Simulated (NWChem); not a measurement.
Species: DMSO (C2H6OS); SMILES CS(C)=O

Computed with NWChem. Pople sets run with spherical d functions. All runs use the structure optimised with PBE0/def2-SVP.

Question: Order these by “dipole (D)”, lowest first: B3LYP/def2-SVP; B3LYP/def2-SVPD; B3LYP/STO-3G.

Answer: B3LYP/STO-3G (2.62), B3LYP/def2-SVP (3.86), B3LYP/def2-SVPD (4.21)
